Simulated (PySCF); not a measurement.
**Bond curve of SiH**

Set-up: basis Si def2-TZVPP, H def2-TZVPP; no relativity; PySCF 2.14. Energies in eV from Si + H in their ground configurations at the same level. State: ²Π (doublet), unpaired electrons π ↑.

All columns are PBE0. A positive dipole means Si(−)H(+).

| R (Å) | E (eV) | μ (D) | Mulliken charge on Si (basis-dependent) | HOMO (eV) | LUMO (eV) | Mayer bond order | ⟨S²⟩ |
| --- | --- | --- | --- | --- | --- | --- | --- |
| 1.318 | -2.634 | 0.63 | 0.02 | -5.47 | -3.20 | 0.94 | 0.76 |
| 1.380 | -2.884 | 0.49 | 0.04 | -5.49 | -3.22 | 0.94 | 0.76 |
| 1.441 | -3.028 | 0.36 | 0.05 | -5.50 | -3.23 | 0.95 | 0.76 |
| 1.487 | -3.081 | 0.25 | 0.06 | -5.51 | -3.25 | 0.95 | 0.76 |
| 1.533 | -3.097 | 0.14 | 0.07 | -5.53 | -3.26 | 0.96 | 0.76 |
| 1.579 | -3.082 | 0.02 | 0.07 | -5.54 | -3.28 | 0.96 | 0.76 |
| 1.640 | -3.023 | -0.13 | 0.08 | -5.57 | -3.30 | 0.96 | 0.76 |
| 1.717 | -2.903 | -0.33 | 0.09 | -5.60 | -3.33 | 0.96 | 0.76 |
| 1.809 | -2.711 | -0.58 | 0.10 | -5.65 | -3.37 | 0.96 | 0.76 |
| 1.932 | -2.407 | -0.90 | 0.12 | -5.72 | -3.44 | 0.96 | 0.76 |

A fit through these points gives, at Re = 1.532 Å, μ = 0.14 D and dμ/dR = -2.45 D/Å; the reduced mass is 0.9728 u.

Problem. How strong is the fundamental in the double-harmonic approximation, I = 42.26·(dμ/dR)²/μred km/mol?

Solution. I = 42.26·(-2.45)²/0.9728 = 261 km/mol at PBE0.

The state was picked by a PBE0 search and need not be the measured ground state.
